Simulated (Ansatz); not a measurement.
# AlS: the cost of one run

Computed with Ansatz 0.2.0, Gaussian basis. Level: def2-QZVPP, core rule «outside noble gas», up to 10 orbitals frozen.

The runs, in order: UHF; ROHF; CCSD(T) on UHF.

2 further runs of the same task are left out: 2 set aside as unsound or not needed. Runs told in other sessions of the task aren't counted.

### Step 1. The geometry

The geometry is a PBE0/def2-TZVP stationary point (not a proven minimum) of the parent state, kept for this charge and spin.

2 atoms, charge 0, spin multiplicity 4.

Atoms are counted from 1 here; the program's logs count them from 0.

Bond lengths: Al1–S2 2.032 Å.

### Step 2. UHF

in.yaml reads:

```yaml
crystal:
  periodic: [false, false, false]
  atoms:
    - {symbol: Al, position_ang: [0.000000, 0.000000, 0.000000]}
    - {symbol: S, position_ang: [0.000000, 0.000000, 2.031600]}
basis:
  gaussian: {orbitals: "def2-QZVPP.json"}
magnetization: {spin_polarized: true, initial_magnetization: 3}
hamiltonian: {xc: hf}
output: {orbitals: {seedname: orbitals}}
```

Started as:

```
$ ansatz run in.yaml --threads 1 --pin off --events-out ev --progress --plain --max-ram 2393MiB
```

What time and memory should one allow on 1 thread of Arm Neoverse V1, shared host?

About 11 s, with a peak of 0.32 GiB.
